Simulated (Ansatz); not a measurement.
Relaxation of C$_{3}$H$_{4}$O$_{2}$ (9 atoms, charge 0, multiplicity 1), to a largest force component of 0.015 eV/Å in at most 40 steps.

Computed with RKS revPBE/def2-SVP (Ansatz).

```xyz
9
Properties=species:S:1:pos:R:3:forces:R:3
C -0.009 -1.002 -0.643 -1.96 2.51 -1.02
C 0.456 -0.033 0.401 0.57 -1.13 -0.67
O -0.247 0.322 1.296 -2.18 1.20 2.54
C 1.843 0.497 0.402 3.19 -0.76 -4.38
O 2.619 0.182 -0.568 -1.74 1.00 3.01
H -1.088 -1.226 -0.428 0.58 -0.07 -0.08
H 0.585 -1.859 -0.674 1.41 -2.05 -0.27
H 0.036 -0.455 -1.639 0.10 -0.66 0.51
H 2.117 1.263 1.164 0.02 -0.04 0.36
```

**Question.** Where does it end, and by what steps?

**Answer.** The run converged. After 6 steps the energy has fallen by 0.439 eV; O3 moved furthest, 0.09 Å.

| step | energy less start (eV) | largest force component (eV/Å) | accepted |
| --- | --- | --- | --- |
| 0 | 0.0000 | 4.380 | yes |
| 1 | -0.2031 | 2.917 | yes |
| 2 | -0.2399 | 2.023 | yes |
| 3 | -0.4071 | 0.563 | yes |
| 4 | -0.4377 | 0.090 | yes |
| 5 | -0.4387 | 0.033 | yes |
| 6 | -0.4388 | 0.014 | yes |

```xyz
9
Properties=species:S:1:pos:R:3
C -0.048 -0.969 -0.649
C 0.413 -0.013 0.431
O -0.271 0.376 1.368
C 1.872 0.508 0.330
O 2.650 0.186 -0.547
H -1.090 -1.284 -0.460
H 0.623 -1.852 -0.690
H 0.031 -0.482 -1.644
H 2.131 1.221 1.170
```

Whether the end is a true minimum wasn't checked by a vibrational analysis.

Time of the run: 23 s on 1 thread of Intel(R) Xeon(R) Platinum 8259CL CPU @ 2.50GHz (Skylake/Cascade Lake), with other jobs on the host, peak memory 0.14 GiB.
